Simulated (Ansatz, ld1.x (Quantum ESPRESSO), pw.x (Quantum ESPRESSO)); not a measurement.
**technetium (Tc): does the TM potential hold in the solid?**

```
Element                 : Tc (Z = 43)
Generator               : ld1.x (Quantum ESPRESSO) 7.5
Type                    : norm-conserving Troullier–Martins (Kleinman–Bylander form)
Functional              : PBEsol
Relativity              : scalar-relativistic
Frozen core             : [Kr]
Valence charge          : 7
Reference configuration : 4d5 5s1.5 5p0 (charge +0.5)
Partial waves           : 5p (bound, empty): rc 3.65 bohr; 4d (bound): rc 1.60 bohr; 4f channel at -0.2 Ry: rc 4.00 bohr; 5s (bound): rc 2.85 bohr
Local potential         : the s channel
Core correction         : a·sin(br)/r model core inside 1.15 bohr
```

Crystal test: fcc Tc in pw.x 7.5, no spin, 15³ k-points, Fermi–Dirac smearing 0.01 Ry, cutoffs 75/300 Ry. The reference is all-electron LAPW (Ansatz 0.2.0) with the same functional, mesh and smearing; V0 and B0 come from Birch–Murnaghan fits to the pressures at five volumes. Errors are pseudo minus all-electron; Δ is the rms difference of the E(V) curves that follow from these fits, minima aligned, over ±6 % about the mean V0. Mesh and smearing are coarse, so the numbers serve the comparison and aren't converged zero-temperature values; the lattice is a test structure that the element need not adopt.

```
V (Å³/atom)  P all-electron (GPa)  P pseudo (GPa)
     13.392                 18.14           22.35
     13.745                  8.27           12.50
     14.097                 -0.35            3.85
     14.449                 -7.86           -3.76
     14.802                -14.40          -10.43
```

All-electron: a0 = 3.833 Å (V0 = 14.08 Å³/atom), B0 = 322.9 GPa.

Pseudopotential: mean pressure error (GPa): +4.14; a0 (Å): 3.850; a0 error (%): +0.44; B0 error (%): -4.7; Δ (meV/atom): 12.8. The largest radius (4.00 bohr) exceeds half the bond length (2.56 bohr), so the spheres overlap, which is one possible source of error among others.

At the middle volume, how do free energy and pressure move when the wave cutoff is lowered (ecutrho kept at four times it)?

```
cutoff (Ry)  shift of F (meV/atom)  shift of P (GPa)
         34                +1549.8            -72.84
         45                 +158.3            -11.88
         60                   +2.2             -0.32
```

The run at the middle volume (120 k-points, 8 iterations) took about 18 s on one core of a shared host (Neoverse-V1, 32 threads, 247 GiB, load 20).
